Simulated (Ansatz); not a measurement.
Geometry optimisation, RKS PBE/def2-SVP (Ansatz).

The input (input.yaml):

```yaml
crystal:
  periodic: [false, false, false]
  atoms:
    - { symbol: B, position_ang: [0.0, 0.0, 0.0] }
    - { symbol: O, position_ang: [0.0, 0.0, 1.76] }
    - { symbol: H, position_ang: [-0.9095, -0.2814, 2.0971] }
    - { symbol: "N", position_ang: [1.3423, 0.0, -0.775] }
    - { symbol: H, position_ang: [1.8089, -0.9179, -1.0268] }
    - { symbol: H, position_ang: [1.7937, 0.9179, -1.0532] }
    - { symbol: H, position_ang: [-1.0305, 0.0, -0.595] }
    - { symbol: H, position_ang: [0.0668, 1.4124, 0.4698] }
    - { symbol: H, position_ang: [0.0544, 1.1498, 1.3187] }
basis:
  gaussian: { orbitals: def2-SVP }
hamiltonian:
  xc: pbe
relax:
  f_tol: 0.15
  max_steps: 25
  restrain:
    - { distance: [0, 7], at: 1.19, k: 30.0 }
    - { distance: [8, 1], at: 1.01, k: 30.0 }
    - { distance: [0, 1], at: 2.61, k: 30.0 }
    - { distance: [8, 7], at: 1.86, k: 30.0 }
```

Launched with:

```bash
$ ansatz run input.yaml --threads 1 --pin off --max-ram 2048MiB --backend cpu --events-out ev --progress --plain --runs-dir out
```

Where does it end, and by what steps?

It converged. The restraints hold the end off the free minimum; the threshold counts their pulls, which the force column leaves out. Restrained pairs: B1–H8 (1.49 → 1.20 Å), O2–H9 (1.23 → 0.99 Å), B1–O2 (1.76 → 2.61 Å), H8–H9 (0.89 → 1.86 Å). After 9 steps the energy has fallen by 2.762 eV (the restraints' own energy left out); B1 moved furthest, 0.58 Å.

```json
{"step": "0", "energy less start (eV)": "0.0000", "largest force component (eV/Å)": "3.562", "accepted": "yes"}
{"step": "1", "energy less start (eV)": "-0.9179", "largest force component (eV/Å)": "3.713", "accepted": "yes"}
{"step": "2", "energy less start (eV)": "-1.8058", "largest force component (eV/Å)": "2.503", "accepted": "yes"}
{"step": "3", "energy less start (eV)": "-2.2791", "largest force component (eV/Å)": "1.042", "accepted": "yes"}
{"step": "4", "energy less start (eV)": "-2.6028", "largest force component (eV/Å)": "1.020", "accepted": "yes"}
{"step": "5", "energy less start (eV)": "-2.6085", "largest force component (eV/Å)": "1.529", "accepted": "yes"}
{"step": "6", "energy less start (eV)": "-2.7524", "largest force component (eV/Å)": "0.480", "accepted": "yes"}
{"step": "7", "energy less start (eV)": "-2.7603", "largest force component (eV/Å)": "0.429", "accepted": "yes"}
{"step": "8", "energy less start (eV)": "-2.7583", "largest force component (eV/Å)": "0.688", "accepted": "yes"}
{"step": "9", "energy less start (eV)": "-2.7619", "largest force component (eV/Å)": "0.524", "accepted": "yes"}
```

```xyz
9
Properties=species:S:1:pos:R:3
B 0.078 0.435 -0.374
O 0.000 0.122 2.220
H -0.835 -0.344 2.027
N 1.320 0.059 -0.888
H 1.514 -0.879 -1.239
H 2.142 0.662 -0.867
H -0.861 -0.336 -0.459
H -0.079 1.569 0.003
H -0.152 0.992 1.771
```

Time of the run: 16 s on 1 thread of Arm Neoverse V2, with other jobs on the host, peak memory 0.13 GiB.
